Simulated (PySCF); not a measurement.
Species: C5H9N.
Bonds: C1–C2, C2–C3, C3–C4, C4–C5, C5–N6 (triple). Hydrogens: H7, H8, H9 on C1; H10, H11 on C2; H12, H13 on C3; H14, H15 on C4.

Structure optimised with GFN2-xTB, isolated species.

What internal coordinates does the optimisation give?

```csv
bond,length (Å),order
C1–C2,1.523,single
C2–C3,1.527,single
C3–C4,1.535,single
C4–C5,1.441,single
C5≡N6,1.143,triple
"C1–H7, C1–H8, C1–H9",1.088,single
"C2–H10, C2–H11",1.093,single
"C3–H12, C3–H13",1.093,single
"C4–H14, C4–H15",1.094,single
```

Bonds in one row agree within 0.01 Å and their mean is given. Orders are formal, as drawn. A selection of angles:
```csv
angle,degrees
C2–C1–H7,110.5
H7–C1–H8,108.3
C1–C2–C3,111.5
C1–C2–H10,109.4
C3–C2–H10,109.4
H10–C2–H11,107.7
C2–C3–C4,112.0
C2–C3–H12,109.6
C4–C3–H12,108.6
H12–C3–H13,108.0
C3–C4–C5,111.2
C3–C4–H14,110.3
C5–C4–H14,108.4
H14–C4–H15,108.5
C4–C5–N6,179.1
```

Torsions: C1–C2–C3–C4 -178° (antiperiplanar); C2–C3–C4–C5 65° (synclinal). The mirror-image conformer, all signs reversed, is as good.

The C–C distances run from 1.441 Å (C4–C5, drawn single) to 1.535 Å (C3–C4, drawn single), a spread of 0.094 Å. Of the pairs four or more bonds apart, C5···H11 is among the closest relative to their van der Waals radii: 2.66 Å, 92 % of the sum of Bondi's values.

Point group: C1 (no symmetry element, even within 0.4 Å). Stationary, but not proved a minimum. One conformer, not necessarily the lowest.

The numbers are calculated, not measured.
